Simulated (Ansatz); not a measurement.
Ru, hcp: geometry optimisation

Method: DFT, RPBE, plane waves (420 eV) with PAW, scalar-relativistic in Ansatz. The PAW files were generated under PBE, with cores re-solved for the functional.

k-point mesh 13×13×8, Fermi-Dirac smearing 0.1 eV, no spin polarisation. Cell and atoms relax.

Starting structure:

```yaml
crystal:
  lattice:
    - [2.7038898633, 0.0, 0.0]
    - [-1.3519449316, 2.3416373106, 0.0]
    - [0.0, 0.0, 4.28168]
  atoms:
    - { symbol: Ru, position: [0.3333333333, 0.6666666667, 0.25] }
    - { symbol: Ru, position: [0.6666666667, 0.3333333333, 0.75] }
hamiltonian:
  xc: rpbe
  pseudopotentials:
    kind: paw
    azcp:
      Ru: "pseudopotentials/Ru.paw.azcp"
basis:
  ecutwfc: 420
  fft_grid_basis: typed
kpoints:
  mp_grid: { grid: [13, 13, 8], shift: [0, 0, 0] }
magnetization:
  spin_polarized: false
scf:
  occupations: { method: fermi_dirac, width: 0.1 }
relax:
  max_steps: 60
  f_tol: 0.01
  cell: {}
```

Task: The pressure at the start is 9.6 GPa. By how much does the volume change?

Result: From 13.55 to 13.98 Å³ per atom, 3.1 %. The final cell has a = 2.737 Å, c = 4.309 Å (c/a = 1.575).

Task: How much energy does the relaxation gain?

Result: 12.7 meV per atom.

Path of the relaxation (the plane waves are chosen anew near the end, which can shift the energy a little):

```tsv
step	E − E(final) (meV/atom)	V (Å³/atom)	P (GPa)	max force (eV/Å)
0	12.65	13.555	9.65	0.000
1	12.45	14.412	-8.26	0.000
2	0.29	14.004	-0.55	0.000
3	0.23	13.976	0.04	0.000
4	0.00	13.976	0.01	0.000
```
